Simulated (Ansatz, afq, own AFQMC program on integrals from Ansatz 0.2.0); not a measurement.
# Where AFQMC and coupled cluster stand for SiH₄Cl, doublet

```yaml
atoms:
  - { symbol: Cl, position_ang: [-1.4816, 0.0000, 0.0000] }
  - { symbol: H, position_ang: [-0.2028, 0.0000, 0.0000] }
  - { symbol: Si, position_ang: [1.6514, 0.0000, 0.0000] }
  - { symbol: H, position_ang: [2.1013, -1.4163, 0.0000] }
  - { symbol: H, position_ang: [2.1013, 0.7081, -1.2265] }
  - { symbol: H, position_ang: [2.1013, 0.7081, 1.2265] }
```

Connectivity, by distances: Cl ··· SiH3, 1 bridging H.

Basis cc-pVTZ. Noble-gas cores (and the filled d shells of Ga–Kr and In–Xe) are frozen. Ansatz 0.2.0 and our own AFQMC program on the same integrals; the CISD trial comes from CCSD amplitudes, and released means the phaseless constraint is let go. Error bars are statistical, one sigma.

Determinant: UHF, the one that the program's search chose, which needn't be the lowest solution. The geometry is a point of a scan.

No full CI on the walks' own integrals is used here. The released AFQMC energy serves as the reference, which it does only where one determinant dominates, the energy is flat over the last release times and near the phaseless one (40 meV or 2 meV an electron, half that with transition metals). On small molecules, where full CI could be run and the noise was under 10 meV, such values lay within 10 meV of it in 19 cases of 20, a flattering rate, since the rule was set on those same cases; what remains of the bias isn't in the error bar.

Cautions: the released value is read at 1.50 1/Eh with a noise of 10 meV, more than in the cases checked (meV from the phaseless value at times in 1/Eh: -13 ± 4 at 0.24, -6 ± 5 at 0.51, -9 ± 5 at 0.99, 3 ± 10 at 1.50).

The T1 diagnostic is 0.0121. The weight of the determinant in the CISD state is 0.850. The ⟨S²⟩ of the determinant is 0.762 and the size of the correlated space is 15 electrons in 114 orbitals.

Reference: AFQMC with the constraint released, correlation energy -10.601 ± 0.010 eV.

| level | E − E(reference) (kcal/mol) | share of correlation (%) |
| --- | --- | --- |
| HF | 244.46 ± 0.24 | 0.00 |
| MP2 | 36.70 ± 0.24 | 84.99 |
| CCSD | 8.78 ± 0.24 | 96.41 |
| CCSD(T) | 0.79 ± 0.24 | 99.68 |
| ph-AFQMC/HF | -1.28 ± 0.74 | 100.52 |
| ph-AFQMC/CISD | -0.08 ± 0.28 | 100.03 |

A walk keeps the symmetry of its determinant, which the program's search chose and which needn't be the lowest solution, so a lower state of the same spin and another symmetry isn't excluded. Released energies are given only where the last usable release times agree within the noise; a slower fall can still hide under it.
